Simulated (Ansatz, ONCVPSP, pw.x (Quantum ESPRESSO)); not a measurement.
Equation-of-state test of one ONCV potential (Cr (Z = 24))

ONCVPSP 4.0.1.1 (patched build) input, shortened (lines: element, Z, core and valence counts, functional; n l f; lmax; l rc ep ncon nbas qcut; lloc lpopt rc5 dvloc0; l nproj debl; icmod fcfact rcfact), LDA (Perdew-Wang 92), scalar-relativistic:

```
  Cr 24.00    3    4  -001012      upf
    1    0    2.00
    2    0    2.00
    2    1    6.00
    3    0    2.00
    3    1    6.00
    3    2    5.00
    4    0    1.00
    3
    0    1.45    0.00    4    7    7.10
    1    1.55    0.00    4    8    9.70
    2    1.60    0.00    4    9    8.30
    3    1.55    0.40    3    7    7.70
    4    5    1.10    0.00
    0    2    1.70
    1    2    2.40
    2    2    3.40
    3    2    2.40
    0    0.00    0.00
```

Crystal test: bcc Cr in pw.x 7.5, no spin, 16³ k-points, Fermi–Dirac smearing 0.01 Ry, cutoffs 90/360 Ry. The lattice is a test structure that the element need not adopt, and mesh and smearing are coarse. Spin polarisation and strong correlation are left out, which matters for this element.

pw.x input:

```
&control
  calculation='scf', prefix='x', pseudo_dir='./', outdir='./tmp', tstress=.true., disk_io='none'
/
&system
  ibrav=0, nat=1, ntyp=1, ecutwfc=90, ecutrho=360, nbnd=15,
  occupations='smearing', smearing='fd', degauss=0.01
/
&electrons
  conv_thr=1e-09, mixing_beta=0.4, electron_maxstep=70
/
ATOMIC_SPECIES
Cr 1.0 Cr.UPF
CELL_PARAMETERS angstrom
  -1.39440797 1.39440797 1.39440797
  1.39440797 -1.39440797 1.39440797
  1.39440797 1.39440797 -1.39440797
ATOMIC_POSITIONS crystal
Cr 0.0000 0.0000 0.0000
K_POINTS automatic
16 16 16 0 0 0
```

```bash
pw.x < Cr.scf.in > Cr.scf.out
```

Task: How does the run end?

Result: It converges; the pressure is 0.72 GPa against 0.16 GPa from all-electron LAPW. Atomic configuration tests: 1 of 4 tests not solved or not reliable. The log shows:

```
     charge density cutoff     =     360.0000  Ry
     scf convergence threshold =      1.0E-09
     Exchange-correlation= SLA  PW   NOGX NOGC
     number of k points=   145  Fermi-Dirac smearing, width (Ry)=  0.0100
     iteration #  1     ecut=    90.00 Ry     beta= 0.40
     total energy              =    -172.35545657 Ry
     estimated scf accuracy    <       0.34545133 Ry
     iteration #  2     ecut=    90.00 Ry     beta= 0.40
     total energy              =    -172.41912173 Ry
     estimated scf accuracy    <       0.00591584 Ry
     iteration #  3     ecut=    90.00 Ry     beta= 0.40
     total energy              =    -172.41866353 Ry
     estimated scf accuracy    <       0.00204919 Ry
     iteration #  4     ecut=    90.00 Ry     beta= 0.40
     total energy              =    -172.41879306 Ry
     estimated scf accuracy    <       0.00004025 Ry
     iteration #  5     ecut=    90.00 Ry     beta= 0.40
     total energy              =    -172.41878905 Ry
     estimated scf accuracy    <       0.00001089 Ry
     iteration #  6     ecut=    90.00 Ry     beta= 0.40
     total energy              =    -172.41879013 Ry
     estimated scf accuracy    <       0.00000007 Ry
     iteration #  7     ecut=    90.00 Ry     beta= 0.40
     total energy              =    -172.41879015 Ry
     estimated scf accuracy    <       0.00000002 Ry
     iteration #  8     ecut=    90.00 Ry     beta= 0.40
     the Fermi energy is    20.8043 ev
!    total energy              =    -172.41879015 Ry
     estimated scf accuracy    <          6.1E-10 Ry
     smearing contrib. (-TS)   =      -0.00312659 Ry
     The total energy is F=E-TS. E is the sum of the following terms:
     one-electron contribution =     -51.65205960 Ry
     hartree contribution      =      34.13375436 Ry
     xc contribution           =     -19.55078407 Ry
     ewald contribution        =    -135.34657425 Ry
     convergence has been achieved in   8 iterations
          total   stress  (Ry/bohr**3)                   (kbar)     P=        7.16
     Message from routine punch:
     Nothing written, as per user request (disk_io='none')
```
